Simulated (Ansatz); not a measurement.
# ClFO2S: harmonic frequencies at the relaxed geometry in Python

At which frequencies does ClFO2S vibrate? Aim: harmonic frequencies at the relaxed geometry, for ClFO2S, run from a script. SMILES: O=S(=O)(F)Cl.

Program: the Python package of Ansatz 0.2.0. Level of theory: PBE0+D3(BJ)/def2-SVP. These are calculated values, not measurements.

### 1 The structure

Bond lengths: O1–S2 1.446 Å, S2–O3 1.446 Å, S2–F4 1.589 Å, S2–Cl5 2.041 Å. Angles: O1–S2–O3 123.5°, O1–S2–F4 106.6°, O1–S2–Cl5 106.3°, O3–S2–F4 106.6°, O3–S2–Cl5 106.3°, F4–S2–Cl5 106.7°.

The script holds or builds the structure itself.

### 2 The code

Contents of freq_clfo2s.py:

```python
# -*- coding: utf-8 -*-
"""Harmonic frequencies of ClFO2S at its relaxed geometry."""

from dataclasses import dataclass
import itertools

import ansatz as az
from ase.data import atomic_numbers, covalent_radii
import numpy as np


@dataclass(frozen=True)
class Options:
    basis_set: str = "def2-SVP"
    functional: str = "pbe0"
    dispersion: str = "d3bj"


cfg = Options()


def main():
    geometry_ang = [
        ("O", (-0.4851, -0.9336, -1.111)),
        ("S", (-0.1482, -0.0934, 0.0172)),
        ("O", (-0.5389, -0.3901, 1.3779)),
        ("F", (-0.7146, 1.3547, -0.3113)),
        ("Cl", (1.8867, 0.0625, 0.0272)),
    ]
    clfo2s = az.Crystal.molecule()
    for symbol, xyz in geometry_ang:
        clfo2s = clfo2s.atom(symbol, xyz)

    model = (
        clfo2s.calculation()
        .basis(gaussian=cfg.basis_set)
        .functional(cfg.functional, dispersion=cfg.dispersion)
    )
    symbols = [site.symbol for site in clfo2s.cartesian_sites]
    start = np.array([site.position_ang for site in clfo2s.cartesian_sites], dtype=float)
    report = model.relax(force_tolerance=0.003).run().report
    end = np.array(report["positions_ang"])

    # pairs closer than 1.2 times the sum of covalent radii, before or after
    radius = [covalent_radii[atomic_numbers[s]] for s in symbols]
    span = lambda where, i, j: np.linalg.norm(where[i] - where[j])
    bonded = [(i, j) for i, j in itertools.combinations(range(len(symbols)), 2) if min(span(start, i, j), span(end, i, j)) < 1.2 * (radius[i] + radius[j])]
    print("pair        before    after (A)")
    for i, j in bonded:
        print(f"{symbols[i]}{i}-{symbols[j]}{j}".ljust(10), f"{span(start, i, j):8.4f} {span(end, i, j):8.4f}")
    for first, second in list(itertools.combinations(bonded, 2)):
        shared = set(first) & set(second)
        if shared and symbols[(j := shared.pop())] != "H":
            i, k = sorted((set(first) | set(second)) - {j})
            u, v = end[i] - end[j], end[k] - end[j]
            angle = np.degrees(np.arccos(np.clip(u @ v / np.linalg.norm(u) / np.linalg.norm(v), -1, 1)))
            print(f"final angle {symbols[i]}{i}-{symbols[j]}{j}-{symbols[k]}{k}: {angle:.2f} deg")

    # same settings at the minimum
    minimum = az.Crystal.molecule()
    for symbol, place in zip(symbols, end):
        minimum = minimum.atom(symbol, place.tolist())
    vibrating = (
        minimum.calculation()
        .basis(gaussian=cfg.basis_set)
        .functional(cfg.functional, dispersion=cfg.dispersion)
        .phonons(temperatures=(200, 600, 100))
    )
    vib = vibrating.run().report["vibrations"]
    sums = vib["harmonic_sums"]
    modes = [m["omega_inv_cm"] for m in sums["modes_at_gamma"] if m["rigid_motion"] == "no"]
    for number, w in enumerate(modes, start=1):
        print(f"mode {number:2d} {w:9.1f} 1/cm {w / 8065.544 * 1000:8.2f} meV")
    print("imaginary modes:", sum(w < 0 for w in modes), " zero-point energy:", round(sums["zero_point_energy_ev"], 4), "eV")
    print("T (K)   F_vib (eV)   S_vib (meV/K)   C_vib (meV/K)")
    for row in zip(sums["temperatures_k"], sums["vibrational_free_energy_ev"], vib["entropy_ev_per_k"], vib["heat_capacity_ev_per_k"]):
        print(f"{row[0]:6.1f} {row[1]:11.4f} {1000 * row[2]:13.4f} {1000 * row[3]:15.4f}")


if __name__ == "__main__":
    main()
```

### 3 The calls as engine input

The engine receives this input (first run):

```yaml
crystal:
  periodic: [false, false, false]
  atoms:
    - { symbol: O, position_ang: [-0.4851, -0.9336, -1.111] }
    - { symbol: S, position_ang: [-0.1482, -0.0934, 0.0172] }
    - { symbol: O, position_ang: [-0.5389, -0.3901, 1.3779] }
    - { symbol: F, position_ang: [-0.7146, 1.3547, -0.3113] }
    - { symbol: Cl, position_ang: [1.8867, 0.0625, 0.0272] }
basis:
  gaussian:
    orbitals: def2-SVP
hamiltonian:
  xc: pbe0
  dispersion: d3bj
relax:
  f_tol: 0.003
```

### 4 Running it

Launch:

```
> python freq_clfo2s.py
```

Q: Predict the main results. Wanted: moves of the relaxation of run 1; energy gained in run 1; last largest force component of run 1; highest frequency; imaginary modes; zero-point energy.

As calculated:

| quantity | value |
| --- | --- |
| runs compared | 2 |
| moves of the relaxation of run 1 | 6 |
| energy gained in run 1 | 0.134 eV |
| last largest force component of run 1 | 0.0007 eV/Å |
| highest frequency | 1484 cm⁻¹ |
| imaginary modes | 0 |
| zero-point energy | 0.376 eV |

**Reading.** Run 1: The relaxation took 6 moves; the largest shift is 0.129 Å, of atom 4 (F). All frequencies are real, so the geometry is a minimum. The values are harmonic; measured fundamentals also hold anharmonic shifts, mostly downward for stretches. The frequencies are harmonic and unscaled, in a modest basis.
